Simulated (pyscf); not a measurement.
# Four-centre exchange: H₃Si–NH–SiH₃ + H₂O -> HO–SiH₃ + H₂N–SiH₃

Gas phase, singlet surface, charge 0. Bonds broken: Si1–N2, O11–H12. Bonds formed: Si1–O11, N2–H12. Structures and frequencies: ωB97X-D3(BJ)/def2-SVP in PySCF.

Transition state (Å):

```xyz
13

Si    -1.4420     1.2679     0.9081
N     -0.2821    -0.2731     0.7991
Si     0.2509    -0.7712    -0.8213
H     -2.5004     0.6234     0.0115
H     -2.2359     1.4026     2.1615
H     -1.1511     2.4558     0.0391
H     -0.6487    -1.0450     1.3610
H     -0.8905    -1.3058    -1.6094
H      0.8054     0.4507    -1.4623
H      1.3060    -1.8144    -0.6945
O      0.2019     1.6800     1.9268
H      0.3943     0.4985     1.4331
H      0.7140     2.4256     1.5920
```

One imaginary mode, 1056i cm⁻¹; descent along it reached the two sides named, in the forms told below.

```tsv
bond	change	reactant side (Å)	saddle	product side
Si1–N2	breaks	1.758	1.932	2.9
O11–H12	breaks	0.969	1.295	2.162
Si1–O11	forms	3.2	1.977	1.687
N2–H12	forms	2.079	1.206	1.017
```

Electronic energies relative to the separated reactants (kcal/mol):

| level | barrier | reaction energy | reverse barrier |
|---|---|---|---|
| ωB97X-D3(BJ)/def2-TZVP | 22.8 | -6.4 | 29.2 |
| PBE/def2-TZVP | 18.6 | -8.4 | 27.0 |
| r²SCAN/def2-TZVP | 20.1 | -8.7 | 28.8 |
| B3LYP-D3(BJ)/def2-TZVP | 22.9 | -7.9 | 30.8 |
| PBE0-D3(BJ)/def2-TZVP | 20.4 | -7.1 | 27.4 |
| M06-2X/def2-TZVP | 22.9 | -7.9 | 30.8 |
| ωB97M-D3(BJ)/def2-TZVP | 22.9 | -7.9 | 30.8 |
| HF/def2-TZVP | 42.0 | -10.1 | 52.1 |

With ωB97M-D3(BJ)/def2-TZVP energies and thermal terms (ideal gas, 1 atm, RRHO with modes under 100 cm⁻¹ raised to 100, one conformer, R ln 2 for chiral ones without a mode under 150 cm⁻¹), in kcal/mol:

| T (K) | ΔH‡ | ΔG‡ | ΔH | ΔG |
|---|---|---|---|---|
| 298 | 21.7 | 33.2 | -8.0 | -9.0 |
| 600 | 21.7 | 44.9 | -8.1 | -9.9 |
| 900 | 22.3 | 56.4 | -8.2 | -10.8 |
| 1200 | 23.0 | 67.7 | -8.1 | -11.7 |

On the reactant side the descent ends in a complex, 4.2 kcal/mol under the separated species and 27.0 kcal/mol under the saddle at ωB97X-D3(BJ)/def2-TZVP. On the product side the descent ends in a complex (not fully relaxed), 4.4 kcal/mol under the separated species and 33.6 kcal/mol under the saddle at ωB97X-D3(BJ)/def2-TZVP. One saddle was located; it need not be the lowest between these sides.
